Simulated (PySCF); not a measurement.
BH₅P₂.
Geometry (PBE0-D3(BJ)/def2-SVP, Å), atoms numbered from 1 in this order:
```
atom  x, y, z in Å
P1    -1.581    0.242    0.338
B2     0.095   -0.606    0.328
P3     1.616    0.070   -0.543
H4    -1.603    0.926   -0.909
H5    -2.460   -0.827    0.018
H6     0.202   -1.653    0.921
H7     2.618   -0.062    0.456
H8     1.427    1.477   -0.481
```

All values: CAM-B3LYP/def2-SVPD (PySCF, non-relativistic), on one gas-phase PBE0-D3(BJ)/def2-SVP geometry that isn't relaxed in the solvent. The solvent is an IEF-PCM continuum (Bondi radii, 1.10 Å for H, scaled by 1.2), and excitations are vertical TDDFT with non-equilibrium linear response and a frozen core. The model holds no explicit solvent molecules, cavitation or dispersion.

Gas-phase singlets (H = HOMO, L = LUMO):

```json
{"state": "S1", "E (eV)": "4.912", "λ (nm)": "252", "f": "0.020", "leading configuration": "H-1→L 92%"}
{"state": "S2", "E (eV)": "4.934", "λ (nm)": "251", "f": "0.214", "leading configuration": "H→L 95%"}
{"state": "S3", "E (eV)": "6.123", "λ (nm)": "202", "f": "0.020", "leading configuration": "H-2→L 94%"}
{"state": "S4", "E (eV)": "6.449", "λ (nm)": "192", "f": "0.000", "leading configuration": "H→L+1 89%"}
{"state": "S5", "E (eV)": "6.706", "λ (nm)": "185", "f": "0.018", "leading configuration": "H→L+2 48%"}
```

Task: Give the list for chloroform (ε = 4.711), n² = 2.09.

Result: 
```json
{"state": "S1", "E (eV)": "4.836", "λ (nm)": "256", "f": "0.302", "leading configuration": "H→L 96%", "change by rank (eV)": "-0.076"}
{"state": "S2", "E (eV)": "4.864", "λ (nm)": "255", "f": "0.028", "leading configuration": "H-1→L 92%", "change by rank (eV)": "-0.070"}
{"state": "S3", "E (eV)": "6.063", "λ (nm)": "205", "f": "0.026", "leading configuration": "H-2→L 95%", "change by rank (eV)": "-0.060"}
{"state": "S4", "E (eV)": "6.483", "λ (nm)": "191", "f": "0.000", "leading configuration": "H→L+1 89%", "change by rank (eV)": "+0.034"}
{"state": "S5", "E (eV)": "6.724", "λ (nm)": "184", "f": "0.027", "leading configuration": "H→L+2 53%", "change by rank (eV)": "+0.018"}
```

Task: The ground-state energy changes by -0.055 eV from gas to chloroform. By how much does the total energy of gas-phase S1 change?

Result: E(S1) = E(S0) + excitation energy, so it changes by -0.055 − 0.048 = -0.103 eV: it is lowered more than the ground state, which is what a red shift means. This is the vertical state, with the slow part of the continuum still set for S0.

Task: How do the frontier levels move from gas to chloroform?

Result: 
| orbital | gas (eV) | solvent (eV) | change (eV) | Löwdin shares, gas | Löwdin shares, solvent |
| --- | --- | --- | --- | --- | --- |
| LUMO+2 | 1.55 | 1.71 | +0.16 | P1 27 %, P3 27 %, B2 15 %, H4 10 % | P1 27 %, P3 27 %, B2 16 %, H4 10 % |
| LUMO+1 | 0.88 | 1.03 | +0.15 | B2 44 %, P3 14 %, P1 14 %, H7 8 % | B2 47 %, P1 13 %, P3 13 %, H7 8 % |
| LUMO | -0.66 | -0.55 | +0.11 | B2 45 %, P3 18 %, P1 18 %, H6 7 % | B2 45 %, P3 19 %, P1 19 %, H6 7 % |
| HOMO | -8.56 | -8.47 | +0.09 | P3 35 %, P1 35 %, B2 13 %, H7 5 % | P3 35 %, P1 35 %, B2 13 %, H7 5 % |
| HOMO-1 | -8.94 | -8.83 | +0.11 | P1 31 %, P3 31 %, B2 23 % | P1 32 %, P3 31 %, B2 23 % |
| HOMO-2 | -10.84 | -10.68 | +0.16 | B2 33 %, H6 21 %, P1 14 %, P3 14 % | B2 32 %, H6 21 %, P1 14 %, P3 14 % |
| HOMO-3 | -11.32 | -11.17 | +0.15 | P3 26 %, P1 26 %, B2 23 %, H5 10 % | P3 26 %, P1 26 %, B2 23 %, H5 10 % |

The HOMO–LUMO gap goes from 7.90 to 7.92 eV.
